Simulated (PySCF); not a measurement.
```xyz
7

C      1.7019    -0.0630     0.0030
C      0.5032    -0.0186     0.0009
C     -0.9499     0.0351    -0.0017
H      2.7631    -0.1022     0.0049
H     -1.3022     1.0441    -0.2252
H     -1.3637    -0.6406    -0.7529
H     -1.3524    -0.2548     0.9710
```

Charge 0, multiplicity 1.

Task: Give the Mulliken and meta-Löwdin atomic charges from ωB97X-D3(BJ)/def2-TZVP // B3LYP-D3(BJ)/def2-TZVP run with PySCF 2.14.0.

Result: 
```json
[
 {"atom": "C1", "Mulliken (e)": "-0.15", "meta-Löwdin (e)": "-0.23"},
 {"atom": "C2", "Mulliken (e)": "-0.07", "meta-Löwdin (e)": "-0.02"},
 {"atom": "C3", "Mulliken (e)": "-0.39", "meta-Löwdin (e)": "-0.33"},
 {"atom": "H4", "Mulliken (e)": "0.18", "meta-Löwdin (e)": "0.17"},
 {"atom": "H5", "Mulliken (e)": "0.15", "meta-Löwdin (e)": "0.14"},
 {"atom": "H6", "Mulliken (e)": "0.15", "meta-Löwdin (e)": "0.14"},
 {"atom": "H7", "Mulliken (e)": "0.15", "meta-Löwdin (e)": "0.14"}
]
```
